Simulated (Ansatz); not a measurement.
Results of PBE (Ansatz, a first-principles code, plane waves, PAW) for fcc Pd.

Numerical settings: plane-wave cutoff 520 eV, 18×18×18 k mesh, Fermi–Dirac smearing 0.1 eV, perturbation theory, force constants from a 6×6×6 q mesh, scalar-relativistic PAW data made under PBE.

Computed at the level's own relaxed cell. Harmonic vibrational thermodynamics at fixed volume:

```tsv
T (K)	S_vib (J/K per mol of atoms)	C_V (J/K per mol of atoms)	F_vib (eV/atom)
0	0.00	0.00	0.0259
100	13.02	17.88	0.0210
200	27.41	22.82	-0.0005
300	36.92	23.96	-0.0341
600	53.84	24.69	-0.1781
700	57.65	24.76	-0.2359
900	63.88	24.83	-0.3621
```

The crystal is taken as a harmonic solid at every temperature: melting, phase changes and thermal expansion are not seen, nor the electrons' share in a metal.
